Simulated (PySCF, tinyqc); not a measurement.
CID on RHF in the sto-3g basis, frozen core, for LiH, spin multiplicity 1, step by step. The lowest restricted solution is unstable here: a spin-polarised one lies 0.0422 hartree lower (PySCF). Computed by tinyqc, a small Python program that keeps every step (integrals from PySCF). Settings: charge = 0, multiplicity = 1, basis = sto-3g, method = RHF, frozen orbitals = 1, energy threshold = 1e-10, iteration cap = 81, orthogonalisation = symmetric, start = atomic densities, DIIS depth = 6, ci = CID, davidson = 1. Command: `OMP_NUM_THREADS=1 python tinyqc.py 20887 20888 out.jsonl` (the two numbers bound the seeds that draw the settings). One thread of a shared host (Intel(R) Xeon(R) Processor @ 2.60GHz), about 0.1 s of CPU time with the checks. The early iterations of the SCF are left out here.

## One-electron integrals

Geometry (angstrom):
```
atom        x        y        z
Li    0.00000  0.00000  0.00000
H     0.00000  0.00000  2.65200
```

Basis sto-3g: exponents (1/bohr^2) and contraction coefficients of normalised primitives:
```
element  l (shell)  exponent  coefficient
Li           s (1)  16.11958      0.15433
Li           s (1)   2.93620      0.53533
Li           s (1)   0.79465      0.44463
Li           s (2)   0.63629     -0.09997
Li           s (2)   0.14786      0.39951
Li           s (2)   0.04809      0.70012
Li           p (3)   0.63629      0.15592
Li           p (3)   0.14786      0.60768
Li           p (3)   0.04809      0.39196
H            s (1)   3.42525      0.15433
H            s (1)   0.62391      0.53533
H            s (1)   0.16886      0.44463
```

Overlap, kinetic and nuclear-attraction integrals over the contracted functions; the nuclear repulsion is the sum of Za Zb / Rab.

nuclear repulsion = 0.5986168 hartree

overlap S:
```
          1Li 1s   1Li 2s  1Li 2px  1Li 2py  1Li 2pz    2H 1s
1Li 1s   1.00000  0.24114  0.00000  0.00000  0.00000  0.00542
1Li 2s   0.24114  1.00000  0.00000  0.00000  0.00000  0.17212
1Li 2px  0.00000  0.00000  1.00000  0.00000  0.00000  0.00000
1Li 2py  0.00000  0.00000  0.00000  1.00000  0.00000  0.00000
1Li 2pz  0.00000  0.00000  0.00000  0.00000  1.00000  0.26149
2H 1s    0.00542  0.17212  0.00000  0.00000  0.26149  1.00000
```

kinetic energy T (hartree):
```
           1Li 1s    1Li 2s  1Li 2px  1Li 2py  1Li 2pz     2H 1s
1Li 1s    3.57679  -0.02024  0.00000  0.00000  0.00000  -0.00354
1Li 2s   -0.02024   0.10216  0.00000  0.00000  0.00000   0.00137
1Li 2px   0.00000   0.00000  0.31968  0.00000  0.00000   0.00000
1Li 2py   0.00000   0.00000  0.00000  0.31968  0.00000   0.00000
1Li 2pz   0.00000   0.00000  0.00000  0.00000  0.31968   0.01742
2H 1s    -0.00354   0.00137  0.00000  0.00000  0.01742   0.76003
```

nuclear attraction V (hartree):
```
           1Li 1s    1Li 2s   1Li 2px   1Li 2py   1Li 2pz     2H 1s
1Li 1s   -8.18242  -1.01246   0.00000   0.00000  -0.00586  -0.02042
1Li 2s   -1.01246  -1.40357   0.00000   0.00000  -0.06654  -0.24020
1Li 2px   0.00000   0.00000  -1.37847   0.00000   0.00000   0.00000
1Li 2py   0.00000   0.00000   0.00000  -1.37847   0.00000   0.00000
1Li 2pz  -0.00586  -0.06654   0.00000   0.00000  -1.42441  -0.36783
2H 1s    -0.02042  -0.24020   0.00000   0.00000  -0.36783  -1.82523
```

core Hamiltonian H = T + V (hartree):
```
           1Li 1s    1Li 2s   1Li 2px   1Li 2py   1Li 2pz     2H 1s
1Li 1s   -4.60563  -1.03270   0.00000   0.00000  -0.00586  -0.02396
1Li 2s   -1.03270  -1.30141   0.00000   0.00000  -0.06654  -0.23883
1Li 2px   0.00000   0.00000  -1.05878   0.00000   0.00000   0.00000
1Li 2py   0.00000   0.00000   0.00000  -1.05878   0.00000   0.00000
1Li 2pz  -0.00586  -0.06654   0.00000   0.00000  -1.10473  -0.35041
2H 1s    -0.02396  -0.23883   0.00000   0.00000  -0.35041  -1.06519
```

## Two-electron integrals

Functions are numbered as in S; the eight-fold symmetry (ij|kl) = (ji|kl) = (kl|ij) leaves the list below.

Two-electron integrals (ij|kl) in chemists' order, unique and non-zero (hartree):
```
(11|11) 1.68040    (21|11) 0.26542    (21|21) 0.04994    (22|11) 0.39773
(22|21) 0.09286    (22|22) 0.29056    (31|31) 0.00898    (32|31) 0.01379
(32|32) 0.06418    (33|11) 0.39664    (33|21) 0.09288    (33|22) 0.29050
(33|33) 0.31295    (41|41) 0.00898    (42|41) 0.01379    (42|42) 0.06418
(43|43) 0.01687    (44|11) 0.39664    (44|21) 0.09288    (44|22) 0.29050
(44|33) 0.27921    (44|44) 0.31295    (51|51) 0.00898    (52|51) 0.01379
(52|52) 0.06418    (53|53) 0.01687    (54|54) 0.01687    (55|11) 0.39664
(55|21) 0.09288    (55|22) 0.29050    (55|33) 0.27921    (55|44) 0.27921
(55|55) 0.31295    (61|11) 0.00539    (61|21) 0.00104    (61|22) 0.00205
(61|33) 0.00202    (61|44) 0.00202    (61|51) 0.00016    (61|52) 0.00032
(61|55) 0.00212    (61|61) 2.54e-05   (62|11) 0.04361    (62|21) 0.01045
(62|22) 0.03927    (62|33) 0.03690    (62|44) 0.03690    (62|51) 0.00148
(62|52) 0.01247    (62|55) 0.04398    (62|61) 0.00028    (62|62) 0.01303
(63|31) 0.00043    (63|32) 0.00274    (63|53) 0.00141    (63|63) 0.00050
(64|41) 0.00043    (64|42) 0.00274    (64|54) 0.00141    (64|64) 0.00050
(65|11) 0.06410    (65|21) 0.01541    (65|22) 0.05873    (65|33) 0.05484
(65|44) 0.05484    (65|51) 0.00228    (65|52) 0.01942    (65|55) 0.06645
(65|61) 0.00042    (65|62) 0.02044    (65|65) 0.03212    (66|11) 0.19954
(66|21) 0.04811    (66|22) 0.19524    (66|33) 0.18110    (66|44) 0.18110
(66|51) 0.00586    (66|52) 0.06418    (66|55) 0.22321    (66|61) 0.00127
(66|62) 0.08912    (66|65) 0.14188    (66|66) 0.77461
```

## Orthogonalisation

S = U s U^T; symmetric (Loewdin) form X = U s^(-1/2) U^T, so that X^T S X = 1.

eigenvalues of S: 0.65012  0.81857  1.00000  1.00000  1.17655  1.35476

X:
```
           1Li 1s    1Li 2s  1Li 2px  1Li 2py   1Li 2pz     2H 1s
1Li 1s    1.02319  -0.12740  0.00000  0.00000  -0.00326   0.01454
1Li 2s   -0.12740   1.03570  0.00000  0.00000   0.01890  -0.09485
1Li 2px   0.00000   0.00000  1.00000  0.00000   0.00000   0.00000
1Li 2py   0.00000   0.00000  0.00000  1.00000   0.00000   0.00000
1Li 2pz  -0.00326   0.01890  0.00000  0.00000   1.02766  -0.13953
2H 1s     0.01454  -0.09485  0.00000  0.00000  -0.13953   1.04004
```

## Iteration 9 (converged): orbitals

converged F (hartree):
```
           1Li 1s    1Li 2s  1Li 2px  1Li 2py   1Li 2pz     2H 1s
1Li 1s   -2.37709  -0.64503  0.00000  0.00000   0.01248  -0.01471
1Li 2s   -0.64503  -0.20337  0.00000  0.00000  -0.03862  -0.15235
1Li 2px   0.00000   0.00000  0.15461  0.00000   0.00000   0.00000
1Li 2py   0.00000   0.00000  0.00000  0.15461   0.00000   0.00000
1Li 2pz   0.01248  -0.03862  0.00000  0.00000   0.09223  -0.15192
2H 1s    -0.01471  -0.15235  0.00000  0.00000  -0.15192  -0.05449
```

Diagonalise F' = X^T F X, C = X C', fill 2 alpha and 2 beta electrons from the bottom; D = 2 C_occ C_occ^T. Each column has its largest component positive (the first on a tie).

F' = X^T F X (hartree):
```
          1         2        3        4         5         6
1  -2.32373  -0.35955  0.00000  0.00000   0.01067   0.02827
2  -0.35955  -0.05842  0.00000  0.00000  -0.00569  -0.15063
3   0.00000   0.00000  0.15461  0.00000   0.00000   0.00000
4   0.00000   0.00000  0.00000  0.15461   0.00000   0.00000
5   0.01067  -0.00569  0.00000  0.00000   0.13910  -0.17142
6   0.02827  -0.15063  0.00000  0.00000  -0.17142   0.01494
```

orbital energies (hartree): MO1 -2.37948, MO2 -0.19816, MO3 0.06290, MO4 0.15461, MO5 0.15461, MO6 0.28663

coefficients C:
```
              MO1       MO2       MO3      MO4       MO5       MO6
1Li 1s    0.99164  -0.15121  -0.21773  0.00000   0.00000  -0.09873
1Li 2s    0.03263   0.54328   0.80103  0.00000   0.00000   0.40049
1Li 2px   0.00000   0.00000   0.00000  0.98691  -0.16125   0.00000
1Li 2py   0.00000   0.00000   0.00000  0.16125   0.98691   0.00000
1Li 2pz  -0.00412   0.30000  -0.55066  0.00000   0.00000   0.82624
2H 1s    -0.00200   0.64182  -0.29583  0.00000   0.00000  -0.78160
```

D after iteration 9:
```
           1Li 1s    1Li 2s  1Li 2px  1Li 2py   1Li 2pz     2H 1s
1Li 1s    2.01243  -0.09958  0.00000  0.00000  -0.09889  -0.19807
1Li 2s   -0.09958   0.59243  0.00000  0.00000   0.32569   0.69724
1Li 2px   0.00000   0.00000  0.00000  0.00000   0.00000   0.00000
1Li 2py   0.00000   0.00000  0.00000  0.00000   0.00000   0.00000
1Li 2pz  -0.09889   0.32569  0.00000  0.00000   0.18003   0.38510
2H 1s    -0.19807   0.69724  0.00000  0.00000   0.38510   0.82386
```

Within a degenerate level the vectors are fixed only up to a rotation; this is one choice.

## Convergence

Stop when the energy changes by less than 1e-10 hartree and every element of the error matrix X^T (F D S - S D F) X is below 3e-06.

Course of the cycle:
```
iteration  E (hartree)     change  largest element of the error matrix
1           -7.6081511          -                             7.30e-02
2           -7.7346017  -1.26e-01                             9.62e-02
3           -7.7421773  -7.58e-03                             6.87e-02
4           -7.7516120  -9.43e-03                             6.44e-03
5           -7.7519511  -3.39e-04                             3.46e-03
6           -7.7519711  -2.00e-05                             4.05e-04
7           -7.7519714  -3.39e-07                             3.25e-05
8           -7.7519714  -1.67e-09                             4.40e-07
9           -7.7519714  -5.63e-13                             1.69e-08
```

PySCF RHF in the same basis = -7.7519714 hartree

Converged in 9 iterations.

## Integrals over molecular orbitals

(pq|rs) = sum C_ip C_jq C_kr C_ls (ij|kl), one index at a time.

one-electron integrals over orbitals h = C^T H C (hartree):
```
          1         2         3         4         5         6
1  -4.59700   0.09789   0.15778   0.00000   0.00000   0.04701
2   0.09789  -1.17595  -0.00937   0.00000   0.00000  -0.07537
3   0.15778  -0.00937  -1.06813   0.00000   0.00000  -0.00920
4   0.00000   0.00000   0.00000  -1.05878   0.00000   0.00000
5   0.00000   0.00000   0.00000   0.00000  -1.05878   0.00000
6   0.04701  -0.07537  -0.00920   0.00000   0.00000  -1.02154
```

Two-electron integrals over orbitals (pq|rs), unique and non-zero (hartree); the lowest 1 orbital is frozen and left out:
```
(22|22) 0.41998    (32|22) -0.07509   (32|32) 0.03904    (33|22) 0.21534
(33|32) 0.01856    (33|33) 0.31188    (42|42) 0.02098    (43|42) 0.02235
(43|43) 0.04117    (44|22) 0.22574    (44|32) 0.02533    (44|33) 0.27395
(44|44) 0.31295    (52|52) 0.02098    (53|52) 0.02235    (53|53) 0.04117
(54|54) 0.01687    (55|22) 0.22574    (55|32) 0.02533    (55|33) 0.27395
(55|44) 0.27921    (55|55) 0.31295    (62|22) -0.09911   (62|32) 0.06067
(62|33) 0.01064    (62|44) 0.04703    (62|55) 0.04703    (62|62) 0.13085
(63|22) 0.07107    (63|32) -0.03309   (63|33) -0.03666   (63|44) -0.01576
(63|55) -0.01576   (63|62) -0.04877   (63|63) 0.04446    (64|42) 0.01643
(64|43) 0.00924    (64|64) 0.01764    (65|52) 0.01643    (65|53) 0.00924
(65|65) 0.01764    (66|22) 0.38220    (66|32) -0.05172   (66|33) 0.24347
(66|44) 0.25074    (66|55) 0.25074    (66|62) -0.06341   (66|63) 0.04698
(66|66) 0.37157
```

## CID: determinants and Hamiltonian

one-electron integrals dressed by the frozen orbital, h + 2 (pq|11) - (p1|1q) (hartree):
```
          2         3         4         5         6
2  -0.61814   0.07509   0.00000   0.00000   0.09911
3   0.07509  -0.32874   0.00000   0.00000  -0.08146
4   0.00000   0.00000  -0.27588   0.00000   0.00000
5   0.00000   0.00000   0.00000  -0.27588   0.00000
6   0.09911  -0.08146   0.00000   0.00000  -0.34691
```

energy of the frozen orbital, 2 h_11 + (11|11) = -7.5342959 hartree

Hartree-Fock energy = -7.7519714 hartree

Slater-Condon rules over spin orbitals, with the nuclear repulsion and the energy of the frozen orbital added and E(HF) subtracted on the diagonal. Only determinants linked to the reference directly or through others are kept (one block of an abelian symmetry group), so some states are absent.

Occupation strings over the orbitals (2 doubly, a alpha, b beta, 0 empty; spin orbitals ordered 1a 1b 2a 2b ...): 220000 202000 20a00b 200200 200020 20b00a 200002

H - E(HF) between determinants (hartree):
```
          220000    202000    20a00b    200200    200020    20b00a    200002
220000   0.00000   0.03904   0.06067   0.02098   0.02098  -0.06067   0.13085
202000   0.03904   0.47070  -0.11812   0.04117   0.04117   0.11812   0.04446
20a00b   0.06067  -0.11812   0.38412   0.00924   0.00924  -0.04446  -0.03448
200200   0.02098   0.04117   0.00924   0.57748   0.01687  -0.00924   0.01764
200020   0.02098   0.04117   0.00924   0.01687   0.57748  -0.00924   0.01764
20b00a  -0.06067   0.11812  -0.04446  -0.00924  -0.00924   0.38412   0.03448
200002   0.13085   0.04446  -0.03448   0.01764   0.01764   0.03448   0.49404
```

## CID: roots

Diagonalise (each vector has its largest component positive (the first on a tie)); all determinants have Ms = 0, so triplets appear too. The lowest singlet root is the correlation energy.

lowest roots of this matrix, relative to E(HF) (hartree): -0.05879  0.29290  0.33965  0.49712  0.56061  0.58421  0.67224

lowest vectors:
```
          root 1    root 2   root 3    root 4
220000   0.93770   0.22107  0.00000   0.24394
202000  -0.12004   0.67180  0.00000  -0.25974
20a00b  -0.16178   0.47681  0.70711   0.18639
200200  -0.01173  -0.13016  0.00000  -0.13685
200020  -0.01173  -0.13016  0.00000  -0.13685
20b00a   0.16178  -0.47681  0.70711  -0.18639
200002  -0.23172  -0.10602  0.00000   0.87527
```

<S^2> of these roots: 0.00000  0.00000  2.00000  0.00000  0.00000  0.00000  0.00000

weight of the ground state by excitation level 0, 1, 2, ...: 0.87928  0.00000  0.12072

The reference has a weight of only 0.88: one determinant is a poor start here.

## The lowest root by the Davidson method

Start from the reference; add the residual divided by (theta - H_ii), orthogonalised, at each step.

Davidson iterations:
```
iteration  subspace  lowest Ritz value (hartree)  residual norm
1                 1                            0       1.64e-01
2                 2                   -0.0573317       2.55e-02
3                 3                   -0.0587659       4.04e-03
4                 4                   -0.0587936       8.25e-04
5                 5                   -0.0587946       1.01e-16
```
